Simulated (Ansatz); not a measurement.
```yaml
crystal:
  periodic: [false, false, false]
  atoms:
    - {symbol: N, position_ang: [0.305297, -1.382759, -0.445806]}
    - {symbol: C, position_ang: [0.260629, 0.006350, 0.526529]}
    - {symbol: C, position_ang: [-0.313880, 1.035900, -0.449389]}
    - {symbol: F, position_ang: [-1.474218, 0.703521, -0.730798]}
    - {symbol: F, position_ang: [0.216472, 1.264032, -1.480067]}
    - {symbol: F, position_ang: [-0.444558, 2.085769, 0.340894]}
    - {symbol: H, position_ang: [-0.470418, -1.821477, -0.419914]}
    - {symbol: H, position_ang: [1.120705, -1.948725, 0.182669]}
    - {symbol: H, position_ang: [-0.521838, -0.234863, 1.411857]}
    - {symbol: H, position_ang: [1.148675, 0.157656, 0.771218]}
basis:
  gaussian: {orbitals: cc-pVDZ, fitting: {mean_field: def2-universal-jkfit}}
hamiltonian: {xc: {name: PBEsol}, dispersion: d3bj}
scf: {lower_state_search: off}
relax: {f_tol: 0.0001, max_steps: 1}
output: {forces: true}
```

```sh
$ ansatz run in.yaml --threads 4 --pin off --events-out ev --progress --plain --max-ram 10444MiB
```

Shortened log:

```
Functional definition: PBEsol
  name "PBEsol"
  cite "Perdew et al., Phys. Rev. Lett. 100, 136406 (2008) doi:10.1103/PhysRevLett.100.136406"
  cite "Perdew, Burke & Ernzerhof, Phys. Rev. Lett. 77, 3865 (1996) doi:10.1103/PhysRevLett.77.3865"
  parent pbesol
  exchange = pbesol_x
  correlation = pbesol_c
these checks for a lower state are left out or cut short: stability, starts, cluster_reference, orbital_swaps, neighbouring_geometries, increment
530 factors; integrals over basis functions are off by at most 2.8e-1 eV
mean field evaluation 1: about -11718.6560 eV, gradient 6.0e1 eV
mean field evaluation 2: about -11707.6731 eV, gradient 9.0e1 eV
mean field evaluation 4: about -11726.0660 eV, gradient 6.2e0 eV
mean field evaluation 8: about -11726.1501 eV, gradient 1.5e-1 eV
mean field evaluation 16: about -11726.1501 eV, gradient 1.6e-5 eV
mean field -11726.15012735 eV, -430.9280689100 hartree, gradient 1.4e-6 eV, S^2 0.000000; 0 other end points of the search recorded, 0 dependent functions left out
the calculation of the forces begins
reference -11726.15015123 eV, -430.9280697876 hartree; 25, 25 occupied and 79, 79 virtual orbitals, 530 factors
relax step   1: F+E_penalty+E_count = -11726.20450323 eV  Δ(F+E_penalty+E_count) = +0.000e0 eV  max|allowed force component| = 1.175e1 eV/Å  Δτ_max = 0.0000 Å  (17 SCF iters, accepted)
Error: geometry relaxation did not converge after 1 steps: max|allowed force component| = 1.18e1 eV/Å (threshold 1.0e-4). Raise `relax.max_steps` over both its present limit and 1, loosen `relax.f_tol`, or start from a geometry closer to equilibrium. Where this run's directory can be resumed (`checkpoint.write`), a resume goes on for up to `relax.max_steps` more
```

(1) Something in this input is off. What?

Answers

(1) The relaxation is allowed too few steps for its threshold. The calculation stopped without meeting its thresholds.
